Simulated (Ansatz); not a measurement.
C₃H₇NOS (`CN1CSC1O`). Charge 0, multiplicity 1. The geometry is a stationary point of PBE0-D4/def2-TZVP. It is one conformer, not always the lowest.

```xyz
13

C    -0.674    1.030    0.850
N     0.005   -0.136    0.342
C    -0.800   -1.208   -0.217
S     0.461   -1.585   -1.474
C     0.932    0.053   -0.750
O     2.237    0.256   -0.384
H    -1.273    0.758    1.722
H    -1.338    1.498    0.106
H     0.066    1.766    1.169
H    -1.733   -0.862   -0.680
H    -1.015   -2.022    0.479
H     0.680    0.872   -1.435
H     2.452   -0.420    0.271
```

(1) What is the dipole moment at r2SCAN/def2-TZVPP? (An estimate is asked.)

(2) And with PBE, B3LYP, ωB97M-V? (An estimate is asked.)

(3) Give the Mulliken charges with r2SCAN, ωB97M-V, B3LYP in def2-TZVPP. (An estimate is asked.)

Results:

(1) The calculation gave: 2.33 D, with components (-1.60, 0.63, 1.57) D in this frame, pointing from negative to positive charge.

(2) Computed: PBE 2.24 D, B3LYP 2.29 D, ωB97M-V 2.27 D.

(3) Ansatz gave: 
| atom | r2SCAN | ωB97M-V | B3LYP |
| --- | --- | --- | --- |
| C1 | -0.09 | -0.28 | -0.21 |
| N2 | -0.20 | -0.19 | -0.20 |
| C3 | 0.01 | -0.15 | -0.08 |
| S4 | -0.17 | -0.08 | -0.15 |
| C5 | 0.25 | 0.11 | 0.19 |
| O6 | -0.32 | -0.29 | -0.31 |
| H7 | 0.06 | 0.12 | 0.10 |
| H8 | 0.04 | 0.11 | 0.08 |
| H9 | 0.07 | 0.13 | 0.11 |
| H10 | 0.05 | 0.12 | 0.09 |
| H11 | 0.07 | 0.13 | 0.11 |
| H12 | 0.04 | 0.10 | 0.08 |
| H13 | 0.20 | 0.18 | 0.18 |

B3LYP here is the variant with VWN-RPA as its local correlation; programs differ in this.
